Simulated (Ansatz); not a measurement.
Calculated with Ansatz (gas phase, PBE0-D4/def2-TZVP geometries, no zero-point term in ΔE). CCSD(T)/CBS is the MP2 limit (def2-TZVPP, def2-QZVPP) plus CCSD(T) − MP2 in def2-TZVPP, frozen cores. This one scheme is used for every species. Each species was taken in one conformer, which may not be the lowest.

Consider the substitution at a C–C bond: `CN=CC(C)=N` + `C=N` → `C=NC(C)=N` + `C=NC`.

| species | CCSD(T)/CBS(def2) energy (Eh) |
| --- | --- |
| `CN=CC(C)=N` | -266.39307 |
| `C=N` | -94.52360 |
| `C=NC(C)=N` | -227.13000 |
| `C=NC` | -133.77870 |

(1) Work out ΔE.

Largest T1 diagnostic among the species: 0.013.

Results:

(1) ΔE = (-227.13000) + (-133.77870) − (-266.39307) − (-94.52360) = 0.00797 Eh = +0.22 eV.
